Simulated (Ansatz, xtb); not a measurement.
**CH3NS: which of two isomers lies lower**

Structure I is `[H]/N=C\S`, a singlet and structure II is `[H]/N=C/S`, a singlet. Both are isolated molecules in the gas phase, relaxed with BLYP-D3(BJ)/def2-SVP; the shapes shown needn't be the lowest conformers.

I (Å):

```xyz
6

C    -0.8237   -1.0946    0.1668
N    -0.5922   -0.9143   -1.0750
S     0.1360   -0.6930    1.6420
H     0.3189   -0.4510   -1.2463
H     1.1937   -0.1312    0.9846
H    -1.7710   -1.5832    0.4774
```

II (Å):

```
atom   x (Å)    y (Å)    z (Å)
   C  1.5824  -1.0823  -0.5811
   N  1.8393  -0.1865  -1.4580
   S  0.4410  -0.8429   0.7655
   H  2.0194  -2.1065  -0.5332
   H  0.1220   0.4369   0.4090
   H  2.5285  -0.5456  -2.1414
```

Energies in hartree; the thermal terms are from BLYP-D3(BJ)/def2-SVP harmonic frequencies (ideal gas, rigid rotor, one conformer each, 200 K, 1 atm) and include the zero-point energy:

|  | I | II |
| --- | --- | --- |
| E, CCSD(T)/def2-TZVPP | −492.216596 | −492.217362 |
| zero-point energy | 0.038866 | 0.038832 |
| H(200 K) − E | 0.041704 | 0.041626 |
| G(200 K) − E | 0.022850 | 0.022870 |

Work out ΔE, ΔE₀, ΔH and ΔG for I → II in kJ/mol (1 Eh = 2625.50 kJ/mol) and the equilibrium ratio [II]/[I].

1. ΔE = −492.217362 − (−492.216596) = −0.000766 Eh = −2.01 kJ/mol.
2. ΔE₀ = ΔE + ΔZPE = −0.000766 + (−0.000034) Eh = −2.10 kJ/mol.
3. ΔH = ΔE + (−0.000078) Eh = −2.22 kJ/mol.
4. ΔG = ΔE + (+0.000020) Eh = −1.96 kJ/mol, so ΔS = (ΔH − ΔG)/T = −1.3 J/(mol K).
5. kT = 0.6334 mEh, so K = [II]/[I] = exp(−ΔG/kT) = exp(+1.18) ≈ 3.2.

The two are too close for this level to say which is favoured. An error of 4 kJ/mol in ΔG would change K by a factor of 11. Mirror images and further conformers aren't counted.

As drawn, both hold the same kinds of bond in the same numbers.

Other levels gave ΔE = +10.6 (GFN2-xTB); −5.8 (HF/STO-3G, GFN2-xTB geometries); −1.9 (r2SCAN-D4/def2-SVP, GFN2-xTB geometries); −0.5 (BLYP-D3(BJ)/def2-SVP); −5.0 (HF/def2-TZVPP); −2.9 (MP2/def2-TZVPP) kJ/mol. The correlated steps freeze 7 core orbitals. Programs: Ansatz 0.2.0, xtb 6.7.1.
